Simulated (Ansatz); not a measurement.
Results of the Gaussian-basis code of Ansatz.

A structure relaxed at PBE0-D4/def2-TZVP, charge 0, multiplicity 1:

```xyz
11

F     0.4185   -0.8883   -2.2112
C    -0.2690   -0.6605   -1.0329
C     0.5583    0.2113   -0.1198
C    -0.1262    0.4763    1.1967
F    -1.3036    1.1792    0.9938
H    -0.4727   -1.6334   -0.5722
H    -1.2190   -0.1828   -1.2845
H     0.7772    1.1601   -0.6174
H     1.5149   -0.2816    0.0821
H    -0.3867   -0.4555    1.7104
H     0.5084    1.0752    1.8550
```

(1) Give its formula and SMILES.

(2) Summarise the bond lengths by kind.

## Answers

(1) C3H6F2, `FCCCF`.

(2) 2 × C–F 1.383 to 1.386 Å; 2 × C–C 1.507 to 1.509 Å; 6 × C–H 1.093 to 1.096 Å.
